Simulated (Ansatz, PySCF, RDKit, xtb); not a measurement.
# Solving CH5NSi, step by step

Task: start from the formula CH5NSi, draw up candidate structures, narrow them down in stages, and characterise the one that lies lowest at 298.15 K.

Plan: many cheap relaxations first (GFN2-xTB), then density-functional screening, relaxation at BLYP-D3(BJ)/def2-SVP, vibrations and a final energy. The numbers are computed, not measured.

4 further runs of the same task are left out: 4 set aside as unsound or not needed.

## (1) Possible bonding patterns

A program enumerates the bonding patterns with one Lewis structure each (two rings at most, one unusual centre or charged pair), with their diastereomers. O–O, O–halogen and N–halogen bonds and N–N–N chains are not drawn. That gives 23 candidates.

c010 C#[SiH-][NH3+]; c060 NC[SiH]; c114 CN[SiH]; c145 C1N[SiH2]1; c151 CN[SiH] (triplet); c159 NC[SiH] (triplet); c241 [NH2+]=[C-][SiH3]; c369 C=[SiH]N; c454 NC=[SiH2]; c508 C=[Si-][NH3+]; c522 C[Si]N; c543 C[SiH]=N; c680 CN=[SiH2]; c708 [CH][SiH2]N (triplet); c741 [CH][SiH2]N; c757 [CH-]=[NH+][SiH3]; c800 C[Si]N (triplet); c840 C=N[SiH3]; c873 C1[NH2+][SiH-]1; c892 [NH3+][C-]=[SiH2]; c945 [CH-]1[NH2+][SiH2]1; c971 N=C[SiH3]; c986 C=[NH+][SiH2-].

Candidates are built by distance geometry, with a force field where one applies, in up to four conformers (letters a to d). 2 starts with atoms placed at random are added, to find patterns that the rules miss.

**Question.** With final energies at CCSD(T)/def2-TZVP, which structure will this search put lowest in free energy, and by what margin?

| quantity | value |
| --- | --- |
| lowest structure found | C[Si]N, singlet, Cs |
| next finalist | C=N[SiH3], singlet, 9.1 kcal/mol higher in G |
| share at equilibrium, among the finalists | 100.0 % |
| harmonic wavenumbers, lowest and highest (BLYP-D3(BJ)/def2-SVP) | 35 and 3513 cm⁻¹ |
| rotational constants, same geometry | 0.631, 0.243, 0.1814 cm⁻¹ |
| dipole moment (PBE0/def2-TZVPD) | 1.80 D |
| HOMO energy (PBE0/def2-TZVPD) | -6.19 eV |
| LUMO energy (PBE0/def2-TZVPD) | -1.25 eV |
| HOMO–LUMO gap (PBE0/def2-TZVPD) | 4.94 eV |
| lowest excitation (TD-B3LYP/def2-SVPD) | 3.81 eV (f = 0.036) |
| strongest of the states computed, same level | 6.68 eV (f = 0.187) |
| lowest triplet excitation, same level, Tamm-Dancoff | 2.44 eV |
| vertical ionisation energy | 8.29 eV |
| vertical electron affinity | -0.51 eV (unbound: the value depends on the basis) |
| vertical triplet less singlet | +2.33 eV |

`C[Si]N` comes out lowest. Among the finalists first place is clear (9.1 kcal/mol); structures outside the list aren't covered. HF/STO-3G, r2SCAN-D4/def2-SVP, BLYP-D3(BJ)/def2-SVP, HF/def2-TZVP and MP2/def2-TZVP already put its bonding pattern lowest among the structures in one piece; GFN2-xTB favours the singlet CN=[SiH2] (c680a, not a finalist). The search is not exhaustive (a finite list of starts, one conformer a finalist), so a lower isomer can't be ruled out. Patterns outside the rules of the enumeration were met only by chance.
